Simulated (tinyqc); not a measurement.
Worked calculation: G0W0 on RHF in the sto-3g basis, for H2F+, spin multiplicity 1. One step of it, computed by the program tinyqc.

Question. Screening: direct RPA. With D = e_a - e_i and K = (ia|jb): diagonalise D^(1/2) (D + 4K) D^(1/2) = Z w^2 Z^T; X + Y = D^(1/2) Z w^(-1/2), each column of Z with its largest component positive (the first on a tie); E_c = (sum w - tr (D + 2K)) / 2.

orbital energies (hartree): MO1 -26.566461, MO2 -1.993113, MO3 -1.140432, MO4 -1.014133, MO5 -0.999197, MO6 -0.073889, MO7 0.119563

Two-electron integrals over orbitals (pq|rs), unique and non-zero (hartree):
```
(11|11) 5.362679    (21|11) -0.506884   (21|21) 0.075897    (22|11) 1.206652
(22|21) -0.020171   (22|22) 0.856023    (31|31) 0.016699    (32|31) 0.025024
(32|32) 0.154381    (33|11) 0.964599    (33|21) -0.008051   (33|22) 0.743146
(33|33) 0.714563    (41|11) 0.109317    (41|21) -0.014123   (41|22) 0.011220
(41|33) 0.004132    (41|41) 0.028146    (42|11) -0.082389   (42|21) 0.006628
(42|22) -0.002915   (42|33) -0.004735   (42|41) 0.032284    (42|42) 0.165787
(43|31) -0.002699   (43|32) 0.008706    (43|43) 0.045975    (44|11) 1.175780
(44|21) -0.014184   (44|22) 0.828207    (44|33) 0.705829    (44|41) -0.009815
(44|42) -0.083053   (44|44) 0.904572    (51|51) 0.029594    (52|51) 0.039314
(52|52) 0.183006    (53|53) 0.036981    (54|51) -0.007928   (54|52) -0.029004
(54|54) 0.053343    (55|11) 1.264013    (55|21) -0.014317   (55|22) 0.881745
(55|33) 0.732972    (55|41) 0.003109    (55|42) -0.045412   (55|44) 0.843387
(55|55) 0.997514    (61|11) 0.209602    (61|21) -0.032601   (61|22) 0.005714
(61|33) 0.002618    (61|41) -0.005106   (61|42) -0.017070   (61|44) 0.011436
(61|55) 0.005865    (61|61) 0.018907    (62|11) -0.278277   (62|21) 0.007758
(62|22) -0.137891   (62|33) -0.082093   (62|41) -0.015800   (62|42) -0.040554
(62|44) -0.108731   (62|55) -0.146577   (62|61) 0.002851    (62|62) 0.069181
(63|31) -0.003369   (63|32) 0.031107    (63|43) 0.019076    (63|63) 0.076455
(64|11) -0.247907   (64|21) 0.003122    (64|22) -0.134291   (64|33) -0.075946
(64|41) -0.007750   (64|42) -0.004581   (64|44) -0.141685   (64|55) -0.137106
(64|61) 0.001732    (64|62) 0.058210    (64|64) 0.065788    (65|51) -0.013680
(65|52) -0.052780   (65|54) -0.007746   (65|65) 0.024385    (66|11) 0.650275
(66|21) -0.005158   (66|22) 0.543269    (66|33) 0.536184    (66|41) 0.014152
(66|42) 0.062158    (66|44) 0.516915    (66|55) 0.523217    (66|61) -0.003601
(66|62) -0.040362   (66|64) -0.021650   (66|66) 0.528288    (71|31) 0.016953
(71|32) 0.024396    (71|43) -0.002821   (71|63) -0.003096   (71|71) 0.017227
(72|31) 0.017843    (72|32) 0.069842    (72|43) -0.018738   (72|63) -0.025149
(72|71) 0.017441    (72|72) 0.058752    (73|11) 0.434669    (73|21) -0.008356
(73|22) 0.219033    (73|33) 0.163709    (73|41) -0.000909   (73|42) -0.049472
(73|44) 0.212878    (73|55) 0.238565    (73|61) 0.004765    (73|62) -0.071835
(73|64) -0.079612   (73|66) 0.013924    (73|73) 0.163596    (74|31) -0.006368
(74|32) -0.048699   (74|43) 0.010707    (74|63) -0.041374   (74|71) -0.006503
(74|72) -0.011364   (74|74) 0.043642    (75|53) 0.025983    (75|75) 0.020778
(76|31) -0.009924   (76|32) -0.095849   (76|43) -0.046094   (76|63) -0.094364
(76|71) -0.010052   (76|72) 0.001606    (76|74) 0.055391    (76|76) 0.167582
(77|11) 0.802057    (77|21) -0.008090   (77|22) 0.610055    (77|33) 0.607365
(77|41) 0.002646    (77|42) 0.003081    (77|44) 0.591365    (77|55) 0.600867
(77|61) 0.002852    (77|62) -0.044852   (77|64) -0.031874   (77|66) 0.525177
(77|73) 0.079634    (77|77) 0.570789
```

Give: D^(1/2) (D + 4K) D^(1/2); excitation energies w; X + Y; RPA correlation energy.

Answer.

D^(1/2) (D + 4K) D^(1/2) (hartree^2):
```
         1>6      1>7     2>6     2>7     3>6     3>7     4>6     4>7
1>6  703.860    0.000   0.081   0.000   0.000   0.110   0.035   0.000
1>7    0.000  713.983   0.000   0.524  -0.066   0.000   0.000  -0.143
2>6    0.081    0.000   4.215   0.000   0.000  -0.447   0.313   0.000
2>7    0.000    0.524   0.000   4.960  -0.151   0.000   0.000  -0.070
3>6    0.000   -0.066   0.000  -0.151   1.464   0.000   0.000  -0.182
3>7    0.110    0.000  -0.447   0.000   0.000   2.412  -0.347   0.000
4>6    0.035    0.000   0.313   0.000   0.000  -0.347   1.131   0.000
4>7    0.000   -0.143   0.000  -0.070  -0.182   0.000   0.000   1.483
5>6    0.000    0.000   0.000   0.000   0.000   0.000   0.000   0.000
5>7    0.000    0.000   0.000   0.000   0.000   0.000   0.000   0.000

       5>6    5>7
1>6  0.000  0.000
1>7  0.000  0.000
2>6  0.000  0.000
2>7  0.000  0.000
3>6  0.000  0.000
3>7  0.000  0.000
4>6  0.000  0.000
4>7  0.000  0.000
5>6  0.946  0.000
5>7  0.000  1.345
```

excitation energies w (hartree): [0.973, 1.015, 1.133, 1.160, 1.286, 1.537, 2.089, 2.229, 26.530, 26.720]

X + Y:
```
         1       2      3      4       5       6       7       8
1>6  0.000   0.000  0.000  0.000   0.000  -0.001   0.000   0.000
1>7  0.000   0.000  0.001  0.000   0.000   0.000   0.000  -0.003
2>6  0.000  -0.088  0.000  0.000   0.000   0.292   0.923   0.000
2>7  0.000   0.000  0.059  0.000  -0.020   0.000   0.000   0.973
3>6  0.000   0.000  0.707  0.000  -0.622   0.000   0.000  -0.029
3>7  0.000   0.249  0.000  0.000   0.000   0.855  -0.188   0.000
4>6  0.000   0.936  0.000  0.000   0.000  -0.156   0.080   0.000
4>7  0.000   0.000  0.683  0.000   0.686   0.000   0.000  -0.013
5>6  0.975   0.000  0.000  0.000   0.000   0.000   0.000   0.000
5>7  0.000   0.000  0.000  0.982   0.000   0.000   0.000   0.000

         9     10
1>6  0.999  0.000
1>7  0.000  0.999
2>6  0.000  0.000
2>7  0.000  0.000
3>6  0.000  0.000
3>7  0.000  0.000
4>6  0.000  0.000
4>7  0.000  0.000
5>6  0.000  0.000
5>7  0.000  0.000
```

RPA correlation energy = -0.04962 hartree
